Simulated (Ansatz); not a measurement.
Process, species as SMILES: [H][H] (H2) → 2 H atom
B3LYP-D3(BJ)/def2-TZVP geometries, fixed; electronic energies without zero-point terms.
Largest species:
```
H
H 1 0.7440
```
Charge 0, spin multiplicity 1.

Basis-set convergence of the bond dissociation energy at r2SCAN with Ansatz (an electronic-structure program). All functions are spherical. The program fits the integrals of some runs and decomposes those of others, by size. Open shells are unrestricted. No added dispersion term, no relativity. Functions are those of the species that has most. Reference: the value in aug-cc-pV5Z, 107.65 kcal/mol, itself unsure by roughly 0.01 kcal/mol (its mean distance from pcseg-4, aug-pcseg-3, aug-cc-pVQZ). Deviations are taken from unrounded values.

```tsv
basis	functions	bond dissociation energy (kcal/mol)	minus reference (kcal/mol)
3-21G	4	107.43	-0.22
6-31G**	10	108.83	1.17
pcseg-1	10	106.46	-1.20
def2-TZVP	12	107.36	-0.29
aug-cc-pVDZ	18	104.96	-2.69
aug-pcseg-1	18	106.48	-1.17
jun-cc-pV(T+d)Z	28	107.57	-0.08
def2-TZVPPD	34	107.59	-0.07
aug-cc-pVTZ	46	107.50	-0.15
aug-pcseg-2	46	107.53	-0.12
def2-QZVPPD	66	107.66	0.00
pcseg-3	66	107.65	-0.01
cc-pV5Z	110	107.66	0.01
```

The smallest set listed that lies within 0.5 kcal/mol of the reference with all its larger relatives (same family, alike in diffuse functions; a set with none counts only in the reference's own line) is def2-TZVP (12 functions, -0.29 kcal/mol off). Inside the window by cancellation, since a larger relative falls out: 3-21G. Inside, with no larger relative to test it: cc-pV5Z. (Relatives not listed, tested too: 6-311G** -0.34, def2-TZVPP -0.08, def2-QZVP 0.00, def2-QZVPP 0.00, aug-cc-pVQZ -0.03, aug-pcseg-3 -0.01, pcseg-4 0.00, aug-cc-pV5Z 0.00 kcal/mol.)
